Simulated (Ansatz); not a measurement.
**CH3+ (triplet): from Hartree-Fock to the top rungs at scale of all distances = 1.287, cc-pVDZ**

Aim: climb from Hartree-Fock through coupled cluster and multireference methods for CH3+ (triplet) at one geometry and basis, and see what each rung misses.

Method: cc-pVDZ, core rule «outside noble gas», up to 1 orbitals frozen; program: Ansatz 0.2.0, Gaussian basis.

Plan: UHF; CCSD(T) on ROHF; CCSD(T) on UHF; BCCD(T) on ROHF; CISD as a restricted active space (open shells left free, so some higher excitations enter); CCSDT(Q) on ROHF; CCSDT(Q) on UHF; CASSCF and MRCISD+Q, 4 electrons in 4 orbitals; CASSCF and NEVPT2, 4 electrons in 4 orbitals; CASSCF and MRCISD+Q, 6 electrons in 7 orbitals; CASSCF and NEVPT2, 6 electrons in 7 orbitals; Full CI.

11 further runs of the same task are left out: 9 that didn't finish, 2 set aside as unsound or not needed. Runs told in other sessions of the task aren't counted.

## (1) The geometry

The geometry derives from a PBE0/def2-TZVP stationary point (not a proven minimum). All distances are scaled together.

4 atoms, charge 1, spin multiplicity 3.

Atoms are counted from 1 here; the program's logs count them from 0.

No contacts short enough for the rule that draws bonds.

## (2) UHF

in.yaml reads:

```yaml
crystal:
  periodic: [false, false, false]
  atoms:
    - {symbol: C, position_ang: [0.000000, 0.000000, 0.070507]}
    - {symbol: H, position_ang: [0.000000, 0.879612, -1.152188]}
    - {symbol: H, position_ang: [0.000000, 0.000000, 1.464214]}
    - {symbol: H, position_ang: [0.000000, -0.879612, -1.152188]}
basis:
  gaussian: {orbitals: cc-pVDZ}
total_charge: 1
magnetization: {spin_polarized: true, initial_magnetization: 2}
hamiltonian: {xc: hf}
output: {orbitals: {seedname: orbitals}}
```

Run with:

```
ansatz run in.yaml --threads 1 --pin off --events-out ev --progress --plain --max-ram 2393MiB
```

The runs that follow: CCSD(T) on ROHF; CCSD(T) on UHF; BCCD(T) on ROHF; CISD as a restricted active space (open shells left free, so some higher excitations enter); CCSDT(Q) on ROHF; CCSDT(Q) on UHF; CASSCF and MRCISD+Q, 4 electrons in 4 orbitals; CASSCF and NEVPT2, 4 electrons in 4 orbitals; CASSCF and MRCISD+Q, 6 electrons in 7 orbitals; CASSCF and NEVPT2, 6 electrons in 7 orbitals; Full CI.

Q: Predict the results of all the runs planned. Wanted: FCI from the RHF energy; RMP2 from FCI; UMP2 from FCI; RCCSD from FCI; RCCSD(T) from FCI; UCCSD(T) from FCI; RCCSDT(Q) from FCI; UCCSDT(Q) from FCI; NEVPT2 pair from FCI.

The runs gave:

| quantity | value |
| --- | --- |
| FCI from the ROHF energy | -4.0081 eV |
| RMP2 from FCI | +886.2 meV |
| UMP2 from FCI | +895.9 meV |
| RCCSD from FCI | +134.1 meV |
| RCCSD(T) from FCI | +32.4 meV |
| UCCSD(T) from FCI | +32.9 meV |
| RCCSDT(Q) from FCI | +0.9 meV |
| UCCSDT(Q) from FCI | +0.1 meV |
| NEVPT2 pair from FCI | +761.7 meV |
| MRCISD+Q pair from FCI | -5.5 meV |
| NEVPT2 valence from FCI | +392.4 meV |
| levels within 1 kcal/mol (43 meV) | RCCSD(T), UCCSD(T), BCCD(T), RCCSDT, UCCSDT, RCCSDT(Q), UCCSDT(Q), MRCISD+Q pair, MRCISD+Q valence |
| T1 diagnostic | 0.029 |
| effectively unpaired electrons | 2.06 |

**Reading.** RCCSD(T) misses by +32.4 meV, 0.8 % of the correlation energy. MRCISD+Q pair falls below full CI: the +Q correction isn't variational, and the cores differ from full CI's. One determinant dominates. Of the multireference levels listed MRCISD+Q pair comes nearest in total energy (-5.5 meV), which doesn't show that its space is the better one. These misses are within one basis, not against nature; the frozen cores of restricted and unrestricted runs differ, which can shift their rows.

Levels on UHF freeze UHF's core orbitals, full CI those of ROHF, so the U rows can settle a little off it for that reason alone.

With open shells the CI space here admits some higher excitations, so it is larger than plain CISD.
